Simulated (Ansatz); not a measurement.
Write a Python script for Ansatz's Python interface that makes an active-space calculation of H3OPS, SMILES OPS. Settings: SC-NEVPT2, def2-SVP basis, multiplicity 1.

```yaml
atoms:
  - { symbol: O, position_ang: [-1.4000, 0.3434, -0.5246] }
  - { symbol: P, position_ang: [-0.0420, 0.8420, 0.1079] }
  - { symbol: S, position_ang: [0.5847, -1.0798, 0.6149] }
  - { symbol: H, position_ang: [-1.6822, -0.4242, -0.1009] }
  - { symbol: H, position_ang: [0.7038, 1.0044, -1.1065] }
  - { symbol: H, position_ang: [1.8777, -0.7499, 0.9630] }
```

`h3ops_cas.py`
```python
"""Static correlation in H3OPS: natural occupations of an active space."""

import ansatz as az

GEOMETRY = """
O    -1.40000    0.34340   -0.52460
P    -0.04200    0.84200    0.10790
S     0.58470   -1.07980    0.61490
H    -1.68220   -0.42420   -0.10090
H     0.70380    1.00440   -1.10650
H     1.87770   -0.74990    0.96300
"""

system = az.Crystal.molecule()
for line in GEOMETRY.strip().splitlines():
    symbol, *xyz = line.split()
    system = system.atom(symbol, [float(v) for v in xyz])

calculation = (
    system.calculation()
    .basis(gaussian="def2-SVP")
    .correlation(active_electrons=6, active_orbitals=6)
)
for method in ["sc_nevpt2"]:
    data = (calculation if method is None else calculation.correlation(method)).run(threads=1, pin="off").report
    space = data["configurations"]
    state = space["states"][0]
    print(method or "casscf", f"total {data['free_energy_ev'] / 27.211386246:.6f} Ha, active-space state {state['energy']['hartree']:.6f} Ha, mean field {data['reference_energy_ev'] / 27.211386246:.6f} Ha")
    print("  determinants", state["n_determinants"], " natural occupations", [round(n, 3) for n in space["natural_occupations"]])
```

```console
$ python h3ops_cas.py
RunWarning: the results are in doubt because another end's mean lies 1.195 eV lower, and its corrected mean 0.392 eV higher
sc_nevpt2 total -815.000612 Ha, active-space state -814.614654 Ha, mean field -814.574405 Ha
  determinants 400  natural occupations [1.986, 1.98, 1.973, 0.03, 0.017, 0.013]
```
(Warnings from the package without file and line.)

Caveats:
- Total energies depend on the basis set; only differences at equal settings carry meaning.
- The geometry is a force-field or estimated start, not a minimum of this method, and the basis set is short of its limit. The active space starts as a window about the frontier orbitals and is then optimised, not chosen by chemistry.
- A lower CASSCF solution was found and passed over, so the printed active-space state isn't the lowest.
- The whole script took 27 s on 1 thread of Arm Neoverse V1, on a shared host, peak memory 0.19 GiB.

(Lines on the test bed's own set-up are left out of the output.)
